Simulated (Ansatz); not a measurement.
Frontier orbitals of silanol.

Z-matrix (Å, degrees):
```
Si
O 1 1.648
H 1 1.489 2 111.7
H 1 1.489 2 111.7 3 120.9
H 1 1.481 2 105.9 3 -119.6
H 2 0.958 1 117.9 3 -60.5
```

The species carries charge 0 and has multiplicity 1. Geometry: relaxed with PBE0-D4/def2-TZVP. Basis def2-TZVPP, Ansatz 0.2.0.

A caution on the coupled-cluster cation, which keeps the state that its UHF reference found: large T1 diagnostic of the cation.

Orbital energies of one run (eV). Highest occupied ones, from the top: -8.98, -9.57, -11.03, -11.15, -13.63, -16.30, -29.13, -101.51, -101.51, -101.54, -148.15, -526.87, -1811.50. Empty: 0.37, 2.05, 2.31, 2.58, 2.74, 5.30.

Problem. Which functional gave them?
A. r2SCAN0
B. ωB97M-V
C. HSE06 (plane-wave form)
D. ωB97X-V

Solution. A. HOMO energies: r2SCAN0 -8.98, HSE06 -8.33, ωB97M-V -11.07, ωB97X-V -11.21 eV.
